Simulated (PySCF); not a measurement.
2-propynal, C₃H₂O, SMILES C#CC=O, point group Cs.

Force field and properties: PBE0/6-311+G(2d,p) (PySCF, grid level 2). Vibrational terms come from second-order perturbation theory with semi-diagonal cubic constants, by steps of ±0.6 along the normal coordinates of each isotopologue. The parent has the commonest isotopes.

Equilibrium geometry (Å):

| atom | x | y | z |
| --- | --- | --- | --- |
| C1 | 0.8444 | 1.1161 | -0.5024 |
| C2 | 0.2085 | 0.2198 | -0.0176 |
| C3 | -0.6076 | -0.8082 | 0.5861 |
| O4 | -0.3123 | -1.9746 | 0.6037 |
| H5 | 1.4253 | 1.8960 | -0.9394 |
| H6 | -1.5458 | -0.4411 | 1.0425 |

(1) Give the equilibrium and ground-state rotational constants (MHz) of parent; ²H at 6.

(2) How is the parent's vibrational correction B0 − Be made up?

(3) And its quartic centrifugal distortion constants from the harmonic force field?

A mode lies under 250 cm⁻¹, where this perturbation treatment is rough.

Answers

(1) 
```csv
species,Ae,Be,Ce,A0,B0,C0,Δ0 (u Å²),harmonic ZPE (cm⁻¹)
parent,69294,4849.5,4532.3,69743,4839.1,4518.3,0.169,8178
²H at 6,52632,4813.8,4410.4,52695,4805.7,4397.2,0.177,7510
```

Δ0 = Ic − Ia − Ib from the ground-state constants.

(2) 
| axis | harmonic | Coriolis | cubic | total (MHz) |
| --- | --- | --- | --- | --- |
| a | 841 | -174 | -218 | 449 |
| b | 6.85 | -2.4 | -14.9 | -10.4 |
| c | 2.91 | -3.01 | -13.9 | -14 |

(3) Asymmetric top, A reduction, Ir representation: ΔJ = 1.8 kHz, ΔJK = -144 kHz, ΔK = 8780 kHz, δJ = 0.318 kHz, δK = 25.3 kHz.
